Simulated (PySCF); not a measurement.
Cl: ionisation energy

Cl [Ne] 3s2 3p5 (2P) → Cl⁺ [Ne] 3s2 3p4 (3P), as a difference of total energies. All numbers are calculated (PySCF 2.14, the spin-free X2C one-electron Hamiltonian (Gaussian nucleus), in x2c-TZVPPall). Correlated levels: valence: [Ne] frozen. The calculations carry no spin-orbit coupling.

```tsv
method	ionisation energy (eV)
UHF	11.759
MP2 (valence)	12.703
SCS-MP2 (valence)	12.702
CCSD (valence)	12.665
CCSD(T) (valence)	12.702
CCSDT (valence)	12.700
```

Task: How much does correlation contribute at CCSD(T) (valence)?

Result: 12.702 − (11.759) = 0.943 eV, measured against UHF.

Errors of the correlated levels include the incompleteness of this basis and the frozen core.

For comparison: 12.974 eV (measured; NIST levels, between the centres of gravity of the two terms).
